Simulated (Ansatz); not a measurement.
# CH6AlSi: the cost of one run

Method: RKS B3LYP/def2-SVP, in Ansatz 0.2.0.

## (1) The starting structure

Bond lengths: C1–Al2 2.102 Å, Al2–Si3 2.344 Å, C1–H4 1.102 Å, C1–H5 1.102 Å, C1–H6 1.106 Å, Al2–H7 1.671 Å, Si3–H8 1.539 Å, Si3–H9 1.538 Å. Angles: C1–Al2–Si3 147.0°, C1–Al2–H7 92.9°, Si3–Al2–H7 120.2°, Al2–C1–H4 111.0°, Al2–C1–H5 113.3°, Al2–C1–H6 115.8°, H4–C1–H5 105.1°, H4–C1–H6 105.4°, H5–C1–H6 105.4°, Al2–Si3–H8 100.1°, Al2–Si3–H9 100.9°, H8–Si3–H9 95.2°.

Structure file:

```xyz
9

C    -0.8790    1.1443   -0.8644
Al    0.6349   -0.1192   -0.1377
Si    1.2778   -1.6838    1.4846
H    -0.5353    2.1911   -0.9014
H    -1.1880    0.9063   -1.8951
H    -1.8148    1.1630   -0.2745
H     1.6989    0.3201   -1.3496
H     0.2471   -2.7945    1.2134
H     0.5584   -1.1274    2.7245
```

## (2) Relaxing the start

Contents of input.yaml:

```yaml
crystal:
  periodic: [false, false, false]
  atoms:
    - { symbol: C, position_ang: [-0.87902, 1.14431, -0.86438] }
    - { symbol: Al, position_ang: [0.63489, -0.11916, -0.13772] }
    - { symbol: Si, position_ang: [1.27776, -1.6838, 1.48463] }
    - { symbol: H, position_ang: [-0.53525, 2.19114, -0.90137] }
    - { symbol: H, position_ang: [-1.18802, 0.90627, -1.89507] }
    - { symbol: H, position_ang: [-1.8148, 1.16303, -0.27447] }
    - { symbol: H, position_ang: [1.69889, 0.32013, -1.34956] }
    - { symbol: H, position_ang: [0.24714, -2.79452, 1.21339] }
    - { symbol: H, position_ang: [0.5584, -1.12738, 2.72454] }
total_charge: -1
basis:
  gaussian: { orbitals: def2-SVP }
hamiltonian:
  xc: b3lyp
relax:
  f_tol: 0.02
  max_steps: 40
scf:
  lower_state_search: "off"
output:
  orbitals: {}
```

The run is started by

```bash
> ansatz run input.yaml --threads 1 --pin off --max-ram 2048MiB --backend cpu --events-out ev --progress --plain --runs-dir out
```

**Question.** How long does this run take on 1 thread of Arm Neoverse N1, shared host, and how much memory does it need?

About 58 s, with a peak of 0.13 GiB.
